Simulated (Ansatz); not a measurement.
# CCSD(T) forces

CH3Si (SMILES C=[SiH+]) (charge +1), closed shell, at a frame of a short PBE0-D4/def2-SVP trajectory.

```json
{"atom": "C1", "x (Å)": "-0.2994", "y (Å)": "-0.6611", "z (Å)": "0.0897"}
{"atom": "Si2", "x (Å)": "0.4061", "y (Å)": "0.8664", "z (Å)": "-0.1180"}
{"atom": "H3", "x (Å)": "-0.4303", "y (Å)": "-1.0787", "z (Å)": "1.1144"}
{"atom": "H4", "x (Å)": "-0.7252", "y (Å)": "-1.1837", "z (Å)": "-0.8147"}
{"atom": "H5", "x (Å)": "0.9952", "y (Å)": "2.2430", "z (Å)": "-0.2534"}
```

Program: Ansatz 0.2.0. Basis: def2-TZVPP. Cores are frozen in the correlated methods.

CCSD(T) forces from the calculation:
| atom | Fx | Fy | Fz (eV/Å) |
| --- | --- | --- | --- |
| C1 | -0.499 | -0.294 | -0.324 |
| Si2 | 0.025 | 0.152 | 0.112 |
| H3 | 0.143 | 0.227 | -0.846 |
| H4 | 0.509 | 0.449 | 1.057 |
| H5 | -0.178 | -0.533 | 0.002 |

(1) Which atom feels the largest CCSD(T) force, and how large is it?

T1 diagnostic: at most 0.019. The restricted Hartree–Fock reference is unstable towards an unrestricted one here. These are differences at one structure, and CCSD(T) in triple zeta is itself an approximation.

Answers

(1) H4, 1.26 eV/Å, along (0.41, 0.36, 0.84).

Root-mean-square difference of the force components from those of CCSD(T): PBE-D4 0.227; r2SCAN-D4 0.250; PBE0-D4 0.286; wB97M-V 0.320 eV/Å.

For scale, one of the runs: CCSD(T)/def2-TZVPP forces, 115 basis functions, launched by `ansatz run in.yaml --threads 2 --pin off --events-out ev --progress --plain --max-ram 3481MiB`. Time: 54 s of wall clock on 2 CPU threads of an AMD EPYC; the host was shared. Peak host memory: 0.69 GiB.
